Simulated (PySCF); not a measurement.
Molfile (atoms numbered from 1):
```
H3O4P
     RDKit          3D

  8  7  0  0  0  0  0  0  0  0999 V2000
    0.3511   -0.1686    1.7123 O   0  0  0  0  0  0  0  0  0  0  0  0
    0.0092   -0.0873    0.2834 P   0  0  0  0  0  5  0  0  0  0  0  0
   -0.3804    1.3757   -0.2726 O   0  0  0  0  0  0  0  0  0  0  0  0
    1.1713   -0.5382   -0.7376 O   0  0  0  0  0  0  0  0  0  0  0  0
   -1.2428   -0.9787   -0.1616 O   0  0  0  0  0  0  0  0  0  0  0  0
   -0.3316    2.0250    0.4403 H   0  0  0  0  0  0  0  0  0  0  0  0
    1.9526   -0.8176   -0.2445 H   0  0  0  0  0  0  0  0  0  0  0  0
   -1.5209   -0.8228   -1.0728 H   0  0  0  0  0  0  0  0  0  0  0  0
  1  2  2  0
  2  3  1  0
  2  4  1  0
  2  5  1  0
  3  6  1  0
  4  7  1  0
  5  8  1  0
M  END
```

Geometry: PBE0-D3(BJ)/def2-SVP; GIAO shifts from PySCF, gas phase, non-relativistic, averaged over equivalent atoms.

At PBE/pcSseg-2 (229 basis functions, 24 s wall time on 1 thread of an Arm Neoverse V1, shared host):
| atoms | δ (ppm) |
| --- | --- |
| O1 | 146.7 |
| O3/O4/O5 | 119.8 |
| P2 | -2.3 |
| H6/H7/H8 | 3.24 |

δ = σ(ref) − σ, references computed at the same level: ¹⁷O (σ = 327.88 ppm) against H2O; H3PO4 for ³¹P (σ = 281.80 ppm); ¹H (σ = 31.18 ppm) vs TMS.

Predict the values at BLYP/pcSseg-2 on the same geometry.

Answers


```csv
atoms,δ at BLYP/pcSseg-2,change
O1,143.3,-3.4
O3/O4/O5,118.4,-1.4
P2,-2.4,-0.1
H6/H7/H8,3.22,-0.02
```

Scale: ¹⁷O (σref 325.17) vs H2O; ³¹P (σref 271.26) against H3PO4; ¹H (σref 31.38) vs TMS (reference shieldings calculated alike).

The largest change is at O1 (P=O oxygen). Cost: 229 basis functions, 25 s wall time on 1 thread of an Arm Neoverse V1, shared host.

Experimental scales use liquid or dissolved standards, which lie at an offset from isolated H2O (liquid H2O: subtract about 36 ppm) and H3PO4.
